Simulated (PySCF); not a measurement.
Molecule: SMILES c1cc[nH]c1, C4H5N.

Bonds (- single, = double, # triple, : aromatic): C1:C2 1.422 Å, C2:C3 1.379 Å, C3:N4 1.366 Å, N4:C5 1.366 Å, C5:C1 1.379 Å. C1 carries H6; C2 carries H7; C3 carries H8; N4 carries H9; C5 carries H10.

Spin–spin couplings on one PBE0-D3(BJ)/def2-SVP geometry, PySCF 2.14.0 with density-fitted response routines, gas phase, non-relativistic, equivalent pairs averaged (spin–dipole term only in couplings to heteroatoms); isotopes 13C, 1H; functional B3LYP.

Reference values (Hz): 1J(C3,H8) = 182.0 (measured; liquid or solution; F. J. Weigert, PhD thesis, Caltech 1968 (Carbon-13 magnetic resonance spectroscopy)); 1J(C2,H7) = 170.0 (measured; liquid or solution; F. J. Weigert, PhD thesis, Caltech 1968 (Carbon-13 magnetic resonance spectroscopy)); 2J(C2,H6) = 4.6 (measured; liquid or solution; F. J. Weigert, PhD thesis, Caltech 1968 (Carbon-13 magnetic resonance spectroscopy)).

Question: How do the couplings (Hz) change with the basis set? Times are CPU seconds on shared hosts with different chips, so compare them loosely. Far from the basis limit: 6-31G*, 6-31G-J, pcJ-0, def2-TZVP, cc-pVTZ.

Answer: 
| basis set | functions | 1J(C3,H8) | 1J(C2,H7) | 2J(C2,H6) | mean abs. error | core-s |
| --- | --- | --- | --- | --- | --- | --- |
| 6-31G* | 80 | 181.4 | 168.5 | 2.0 | 1.6 | 3.4 |
| 6-31G-J | 80 | 199.1 | 185.8 | 4.0 | 11.2 | 3.7 |
| pcJ-0 | 80 | 176.5 | 164.8 | 2.8 | 4.2 | 3.4 |
| pcJ-1 | 185 | 192.9 | 180.1 | 4.8 | 7.0 | 15 |
| def2-TZVP | 185 | 183.3 | 171.5 | 4.8 | 1.0 | 11 |
| cc-pVTZ | 220 | 172.6 | 162.2 | 4.1 | 5.9 | 13 |
| aug-cc-pVTZ-J | 330 | 196.5 | 183.5 | 5.2 | 9.6 | 27 |

Errors compare magnitudes, without vibrational corrections, and the largest couplings weigh most in the mean. Closest: def2-TZVP; furthest: 6-31G-J.

The Fermi-contact term samples the wavefunction at the nucleus, which is why sets with added tight s functions (names with J) are made for couplings. Agreement of an ordinary basis with the reference is then largely a cancellation of errors.
